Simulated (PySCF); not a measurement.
# AlH: structure of the singlet

Where does singlet AlH go from a linear start, is the end point a minimum, and what are its modes, charges and moments?

Method: PBE0, basis Al def2-TZVPD, H def2-TZVPD, no relativity, density fitting; program: PySCF 2.14.0.

## 1. Starting geometry

2 atoms, charge 0, spin multiplicity 1.

Bond lengths: Al1–H2 1.659 Å.

```xyz
2
charge 0 multiplicity 1
Al    0.0000    0.0000    0.0000
H     0.0000    0.0000    1.6590
```

## 2. First SCF at the start

One driver script runs all steps and calls PySCF; scf.py shows how it sets up the SCF of each step. The optimiser is the driver's own. After this first run the driver tries any further starts and a stability analysis.

Contents of scf.py:

```python
from pyscf import gto, scf, dft
mol = gto.M(atom='''
Al     0.000000     0.000000     0.000000
H      0.000000     0.000000     1.659000''',
    basis={'Al': 'def2-TZVPD', 'H': 'def2-TZVPD'},
    charge=0, spin=0)
mf = dft.RKS(mol, xc='PBE0')
mf.grids.atom_grid = (50, 194)
aux = {'Al': 'def2-universal-JKFIT', 'H': 'def2-universal-JKFIT'}
mf = mf.density_fit(auxbasis=aux)
mf.conv_tol = 1e-08
mf.diis_space = 10
mf.max_cycle = 60
mf.init_guess = 'minao'
mf.verbose = 4
mf.kernel()
```

Launch:

```
OMP_NUM_THREADS=2 python axn.py task.json out
```

After this run come: Relaxation: linear start, singlet; Vibrations and properties at this point.

What does the calculation give? Wanted: minimum; geometry; wavenumbers; dipole moment; highest occupied, lowest empty level; polar-tensor charge of Al1; zero-point energy; atomisation energy.

The runs gave:

| quantity | value |
| --- | --- |
| minimum | singlet, C∞v |
| geometry | Al–H 1.665 Å |
| wavenumbers (cm⁻¹) | 1647 (σ+) |
| dipole moment | 0.12 D |
| highest occupied, lowest empty level | -5.83, -1.80 eV |
| polar-tensor charge of Al1 | +0.28 e |
| zero-point energy | 9.9 kJ/mol |
| entropy at 298.15 K | 187.8 J/(mol K) |
| atomisation energy (no zero-point energy) | 289 kJ/mol |

In words: The linear start keeps its C∞v symmetry and ends in a minimum. The strongest infrared band lies at 1647 cm⁻¹ (σ+, stretch). Only this shape and spin were tried, so other structures or states may lie lower.
